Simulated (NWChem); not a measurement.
## Correlation energy of chloromethane (CH3Cl)

```xyz
5

C      1.1279    -0.0568     0.0000
Cl    -0.6610     0.0333     0.0000
H      1.4635    -0.5967     0.9046
H      1.4635    -0.5967    -0.9046
H      1.5423     0.9682     0.0000
```
Charge 0, spin multiplicity 1.

Everything below was run with NWChem. Structure: optimised with PBE/def2-SVP, a minimum by its harmonic frequencies.

Basis set: 6-31G*. Each correlation energy counts from its own Hartree-Fock reference.

The correlated methods keep 6 core orbitals frozen. The Pople sets run with spherical d functions. No row is a measurement; the coupled-cluster row has its own basis-set and correlation limits.

Task: One of these methods gave a correlation energy of -259.6 mHa. Which?
A. MP2
B. CR-CCSD[T]
C. CCSD
D. SCS-MP2

Result: A, MP2. The others give -258.0 (SCS-MP2), -294.5 (CR-CCSD[T]), -288.6 (CCSD).
